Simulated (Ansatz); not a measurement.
PBE exchange is replaced step by step with exact exchange (0 % is PBE, 25 % PBE0; no dispersion term), basis def2-TZVP, Ansatz. System: the cluster LiAl₂ (the lowest doublet isomer of a short search). Charge 0, multiplicity 2. Geometry: PBE0-D4/def2-TZVP.

Geometry of the doublet:

```xyz
3

Al    0.320   -1.031    1.026
Al   -1.277    0.709    0.293
Li    0.957    0.322   -1.319
```

At PBE-D4/def2-TZVP, PBE with 5 % exact exchange/def2-TZVP, PBE with 10 % exact exchange/def2-TZVP, PBE with 15 % exact exchange/def2-TZVP and others the charge 0 doublet is spin-contaminated (final ⟨S²⟩ up to 1.46, 0.75 for a pure state). The geometry of the doublet was relaxed on an unsound state (⟨S²⟩ 1.25, where a pure state has 0.75). The structure comes from a short search, and lower isomers may exist.

HOMO and LUMO are taken over both spins.

```csv
exact exchange (%),HOMO (eV),LUMO (eV),gap (eV),⟨S²⟩
0,-3.75,-3.15,0.60,0.992
10,-4.02,-2.83,1.20,1.099
15,-4.16,-2.67,1.49,1.150
25,-4.44,-2.39,2.05,1.247
35,-4.72,-2.12,2.60,1.338
50,-5.14,-1.72,3.42,1.462
```

(1) Estimate the row for 5 %.

Results:

(1) 
| exact exchange (%) | HOMO (eV) | LUMO (eV) | gap (eV) | ⟨S²⟩ |
| --- | --- | --- | --- | --- |
| 5 | -3.89 | -2.99 | 0.90 | 1.047 |
